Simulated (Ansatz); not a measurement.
Consider the ligand exchange at the Al–S bond: `[AlH2][S][SiH3]` + H₂S → `[AlH2][SH]` + `[SiH3]S`.

Isolated molecules relaxed with PBE0-D4/def2-TZVP in Ansatz; ΔE leaves out vibrations. CBS: MP2 limit from def2 TZ/QZ plus the TZ coupled-cluster correction, frozen cores. This one scheme is used for every species. DFT in def2-TZVPP.

```json
{"level": "r2SCAN0-D4", "ΔE (kJ/mol)": "5.8"}
{"level": "CCSD/def2-TZVPP", "ΔE (kJ/mol)": "5.1"}
```

Problem. What does CCSD(T)/CBS give? (An estimate is asked.)

Solution. Ansatz gave: +6.8 kJ/mol. The listed levels differ from it by -1.0, -1.7 kJ/mol.

Largest T1 diagnostic among the species: 0.011.

The D4 term adds +4.7 kJ/mol with B3LYP and +2.6 kJ/mol with PBE0; it sums over pairs of atoms, weighted by their polarisabilities, and B3LYP, whose exchange is more repulsive, gets the larger term. Leaving LDA and LC-ωPBE aside and taking each functional with its dispersion term where it has one, the values, not all of them listed here, spread over 3.7 kJ/mol, from B2PLYP to BHLYP-D4.

B3LYP here is the variant with VWN-RPA as its local correlation; programs differ in this.
